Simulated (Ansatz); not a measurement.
Results of r²SCAN (PAW; Ansatz, a program for electronic structure) for KLaGeS₄ (P2₁, No. 4; cell taken from a computed entry).

Run with plane-wave cutoff 560 eV, 6×6×4 k mesh (along the axes of the cell as run), Fermi–Dirac smearing 0.01 eV, scalar-relativistic PAW data made under PBE.

Cell (relaxed with PBEsol):

```cif
data_Ge2K2La2S8
_chemical_formula_sum 'K2 La2 Ge2 S8'
_space_group_name_H-M_alt 'P21'
_space_group_IT_number 4
_space_group_name_Hall 'P 2yb'
_cell_length_a 6.62758
_cell_length_b 6.66995
_cell_length_c 8.67956
_cell_angle_alpha 90.000
_cell_angle_beta 107.321
_cell_angle_gamma 90.000
loop_
_atom_site_label
_atom_site_type_symbol
_atom_site_symmetry_multiplicity
_atom_site_Wyckoff_symbol
_atom_site_fract_x
_atom_site_fract_y
_atom_site_fract_z
_atom_site_occupancy
K1 K 2 a 0.26632 0.98791 0.06516 1
La1 La 2 a 0.23181 0.00312 0.55429 1
Ge1 Ge 2 a 0.21899 0.47400 0.31679 1
S1 S 2 a 0.97862 0.23119 0.27021 1
S2 S 2 a 0.41733 0.47124 0.15552 1
S3 S 2 a 0.01756 0.74559 0.28437 1
S4 S 2 a 0.41354 0.42611 0.57202 1
```

Predict the band gap and smallest direct gap on the k points sampled.


- band gap: 2.73 eV
- smallest direct gap on the k points sampled: 2.84 eV

Note: cell and atoms aren't relaxed at this level (largest force component 0.19 eV/Å, pressure 1.2 GPa).

Spin–orbit coupling is not included.

The computed numbers hold no vibrational or temperature effects.
